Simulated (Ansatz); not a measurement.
C3H4O (`O=C1CC1`). Charge 0, multiplicity 1.

Z-matrix (Å, degrees):
```
C
C 1 1.461
C 1 1.559 2 57.8
H 1 1.085 2 118.8 3 106.2
H 1 1.085 2 118.8 3 -106.2
O 2 1.191 1 147.8 3 180.0
H 3 1.085 1 117.6 2 -108.2
H 3 1.085 1 117.6 2 108.2
```

Problem. What are the harmonic wavenumbers in cm⁻¹ at PBE0-D4/def2-TZVP (Ansatz, finite differences of forces, unscaled)? (Estimate.)

Solution. Ansatz gave: 319, 515, 620, 701, 751, 965, 1016, 1073, 1079, 1105, 1166, 1406, 1426, 1974, 3135, 3135, 3215, 3229.

Problem. Is this a minimum?

Solution. Yes, all 18 modes are real.

Problem. Give the ideal-gas thermochemistry at 298.15 K and 1 bar (rigid rotor, harmonic oscillator; point group C2v, symmetry number 2).

Solution. Zero-point energy 160.5 kJ/mol; H(298) − E = 173.4 kJ/mol; entropy 265.3 J/(mol·K), of which translation 159.1, rotation 92.0, vibration 14.2; G(298) − E = 94.3 kJ/mol.

Problem. And at 400, 500, 600, 800 and 1000 K?

Solution. 
| T (K) | H − E (kJ/mol) | S (J/mol/K) | G − E (kJ/mol) |
| --- | --- | --- | --- |
| 400 | 180.9 | 286.8 | 66.2 |
| 500 | 189.8 | 306.6 | 36.5 |
| 600 | 200.1 | 325.2 | 4.9 |
| 800 | 223.4 | 358.7 | -63.5 |
| 1000 | 249.7 | 387.9 | -138.3 |
